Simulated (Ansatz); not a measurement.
# B2HF (triplet): wave-function methods side by side, def2-TZVPP

One table from this session's results is given with a row withheld; the runs are named, their logs left out.

Method: def2-TZVPP, core rule «outside noble gas», up to 3 orbitals frozen; program: Ansatz 0.2.0, Gaussian basis.

The runs, in order: UHF; ROHF; CCSD(T) on UHF.

2 further runs of the same task are left out: 2 set aside as unsound or not needed.

### What is computed

The geometry is a PBE0/def2-TZVP stationary point (not a proven minimum) of the parent state, kept for this charge and spin.

4 atoms, charge 0, spin multiplicity 3.

Atoms are counted from 1 here; the program's logs count them from 0.

Bond lengths: B1–B2 1.516 Å, B1–H4 1.173 Å, B2–F3 1.285 Å. Angles: B2–B1–H4 180.0°, B1–B2–F3 180.0°.

As a file:

```xyz
4
B2FH
B     0.0000    0.0000    0.7858
B     0.0000    0.0000   -0.7299
F     0.0000    0.0000   -2.0148
H     0.0000    0.0000    1.9589
```

Set-up of the first run:

File in.yaml:

```yaml
crystal:
  periodic: [false, false, false]
  atoms:
    - {symbol: B, position_ang: [0.000000, 0.000000, 0.785790]}
    - {symbol: B, position_ang: [0.000000, 0.000000, -0.729869]}
    - {symbol: F, position_ang: [0.000000, 0.000000, -2.014787]}
    - {symbol: H, position_ang: [0.000000, 0.000000, 1.958867]}
basis:
  gaussian: {orbitals: def2-TZVPP}
magnetization: {spin_polarized: true, initial_magnetization: 2}
hamiltonian: {xc: hf}
output: {orbitals: {seedname: orbitals}}
```

The run is started by

```console
> ansatz run in.yaml --threads 1 --pin off --events-out ev --progress --plain --max-ram 4096MiB --backend cpu
```

Among the steps run: UHF; ROHF; CCSD(T) on UHF.

One table of the session follows, with a row left open; its other results are not shown here.

It belongs to the step «Misses and costs». 

| method | from UCCSD(T) (kJ/mol) |
| --- | --- |
| ROHF | ? |
| UHF | +1133.3 |
| UMP2 | +90.6 |
| UCCSD | +36.8 |
| UCCSD(T) | 0 |

Q: Estimate the row for ROHF from the others.

**Answer.** from UCCSD(T) (kJ/mol): +1143.0. In the column «from UCCSD(T) (kJ/mol)» it is the highest.
